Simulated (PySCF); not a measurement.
Cost against result

Saddle point of CH6AlN, closed shell (CH₆AlN ([CH3][AlH][NH2]) → CH₃Al ([CH3][Al]) + NH₃ (still joined by a long Al–N bond); bonds formed: N2–H3; bonds broken: Al1–H3; bonds weakened to dative contacts: Al1–N2), PBE0-D4/def2-TZVP structure:

```xyz
9
angstrom
Al -0.7444 -0.0878 -0.7238
N -0.3781 -1.4084 0.6049
H -1.7171 -0.8947 0.4333
C 0.6154 1.3289 -0.5828
H -0.6754 -2.3602 0.4231
H 0.2186 -1.3960 1.4362
H 1.6203 0.9046 -0.6892
H 0.5559 1.7834 0.4145
H 0.5050 2.1304 -1.3163
```

Barriers are electronic and count from the start structure reached by relaxing down the imaginary mode.

Computed with PySCF 2.14 with density fitting (its default auxiliary sets; JK sets also for MP2 and CCSD(T)) (basis: as named in each row); correlated methods freeze the cores. B3LYP uses VWN-RPA correlation. Extrapolation: Hartree–Fock as exp(−7.88 √X), correlation as X^−2.97.

Times are rough, for one single point on 4 threads of a shared host (Arm Neoverse V1).

The estimate by CCSD(T) at an estimated basis limit (MP2 extrapolated from triple and quadruple zeta, plus CCSD(T) − MP2 in triple zeta) is 71.84 kcal/mol.

```
   method       basis  time (s)  barrier (kcal/mol)  method less estimate
       HF      STO-3G   under 1              136.24                 64.40
 B3LYP-D4       6-31G         2               67.02                 -4.82
  PBE0-D4    def2-SVP         3               68.80                 -3.04
   PBE-D4    def2-SVP         4               61.40                -10.43
      MP2  def2-QZVPP         4               73.84                  2.01
    SPW92  def2-TZVPP         8               58.85                -12.99
  CCSD(T)    def2-SVP         8               71.81                 -0.03
  PBE0-D4  def2-TZVPP         9               69.23                 -2.61
 B3LYP-D4  def2-TZVPP         9               70.73                 -1.11
 BHLYP-D4  def2-TZVPP         9               79.02                  7.19
   PBE-D4  def2-TZVPP        10               62.02                 -9.82
r2SCAN-D4  def2-TZVPP        24               68.56                 -3.28
  wB97M-V  def2-TZVPP       160               73.45                  1.62
  CCSD(T)  def2-TZVPP       210               71.87                  0.03
```

All methods are single points on the PBE0-D4 structures.

No T1 diagnostic of these runs exceeds 0.016. The restricted Hartree–Fock reference is unstable towards an unrestricted one at one or more of these structures. A large double-excitation amplitude points to some diradical character; no triplet was computed.

Labels in which every atom is bracketed show which atoms are joined, not bond orders.
